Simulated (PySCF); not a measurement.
**SH⁺: energy against distance**

Set-up: basis H cc-pVTZ, S cc-pV(T+d)Z; no relativity; PySCF 2.14. Energies in eV from H + S⁺ in their ground configurations at the same level. State: ³Σ⁻ (triplet), unpaired electrons π ↑↑.

All columns are PBE0. A positive dipole points towards S; it is taken about the centre of mass and depends on that origin.

| R (Å) | E (eV) | μ (D) | Mulliken charge on H (basis-dependent) | HOMO (eV) | LUMO (eV) | Mayer bond order | ⟨S²⟩ |
| --- | --- | --- | --- | --- | --- | --- | --- |
| 1.178 | -3.213 | -1.10 | 0.20 | -19.03 | -13.34 | 0.99 | 2.01 |
| 1.233 | -3.539 | -1.16 | 0.20 | -18.97 | -13.29 | 0.98 | 2.01 |
| 1.288 | -3.725 | -1.22 | 0.21 | -18.92 | -13.24 | 0.97 | 2.01 |
| 1.329 | -3.794 | -1.27 | 0.21 | -18.87 | -13.20 | 0.96 | 2.01 |
| 1.370 | -3.814 | -1.33 | 0.22 | -18.83 | -13.16 | 0.96 | 2.01 |
| 1.411 | -3.794 | -1.39 | 0.23 | -18.79 | -13.12 | 0.95 | 2.01 |
| 1.466 | -3.719 | -1.47 | 0.24 | -18.73 | -13.07 | 0.94 | 2.01 |
| 1.534 | -3.567 | -1.58 | 0.25 | -18.66 | -13.00 | 0.93 | 2.01 |
| 1.617 | -3.328 | -1.73 | 0.27 | -18.57 | -12.91 | 0.92 | 2.01 |
| 1.726 | -2.955 | -1.95 | 0.29 | -18.46 | -12.80 | 0.90 | 2.01 |

A fit through these points gives, at Re = 1.369 Å, μ = -1.33 D and dμ/dR = -1.39 D/Å; the reduced mass is 0.977 u.

Problem. How strong is the fundamental in the double-harmonic approximation, I = 42.26·(dμ/dR)²/μred km/mol?

Solution. I = 42.26·(-1.39)²/0.977 = 83.6 km/mol at PBE0.

For an ion De counts to the pair picked by the measured ionisation energies or electron affinities, which need not be the lowest pair at this level. The state is the lowest determinant that a PBE0 search found; another state may lie lower at other levels.
